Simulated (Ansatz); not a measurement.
# How the cohesive energy of body-centred tetragonal In moves with the method

The reference, 2.52 eV/atom (measured, 0 K, copied from a table, unchecked, 0 K, 1 atm; zero-point vibration energy not added; as tabulated in Kittel's textbook), is not set against levels without spin–orbit coupling, which matters for this solid.

| level (code) | value (eV/atom) | cell (Å³/atom) |
|---|---|---|
| LDA (Ansatz) | ? | 24.59 |
| PBE (Ansatz) | 2.32 | 27.47 |
| PBEsol-D3(BJ) (Ansatz) | 3.11 | 24.27 |
| r²SCAN-D4 (Ansatz) | 2.52 | 25.87 |
| B3LYP (VWN-RPA form) (Ansatz) | 1.73 | 29.35 |
| Hartree–Fock (Ansatz) | ? | 30.34 |

Question: Complete the blanks.

Answer: 
- LDA (Ansatz, an electronic-structure program), value (eV/atom): 3.08
- Hartree–Fock (Ansatz), value (eV/atom): 0.67

Free atoms are spin-polarised, in the lowest state found; at levels without +SOC their spin–orbit coupling is left out.  Density-functional levels without +SOC have no spin–orbit coupling, which shifts binding energies of heavy elements. Each level is taken at its own relaxed cell. Cutoffs and k meshes differ between the levels. Ansatz's density-functional and Hartree–Fock values are scalar-relativistic unless marked +SOC, with PAW data made under PBE.
